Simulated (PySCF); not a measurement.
Working out the electron affinity of Al

Al⁻ [Ne] 3s2 3p2 (3P) → Al [Ne] 3s2 3p1 (2P). Computed with PySCF 2.14 in aug-cc-pwCVTZ (8s7p5d3f, 75 functions), with the non-relativistic Hamiltonian (point nucleus). Frozen: nothing. Energies in hartree (1 hartree = 27.21139 eV):

```csv
part,Al⁻ (lower),Al (upper)
UHF,-241.879839,-241.879246
CCSD correlation,-0.341210,-0.328529
(T),-0.006139,-0.004388
```

**Question.** What does Hartree-Fock give?

**Answer.** (-241.879246) − (-241.879839) = 0.000593 hartree = 0.016 eV.

**Question.** What do CCSD and CCSD(T) give?

**Answer.** The CCSD correlation energies differ by 0.012681 hartree = 0.345 eV and the triples by 0.001751 hartree = 0.048 eV, so CCSD gives 0.361 eV and CCSD(T) 0.409 eV.

A first-order spin-orbit estimate adds -0.003 eV to CCSD(T) (all electrons), giving 0.406 eV against 0.433 eV (measured; photodetachment measurements, as compiled on the Wikipedia data page of electron affinities).

What remains against the reference includes basis incompleteness and higher excitations.
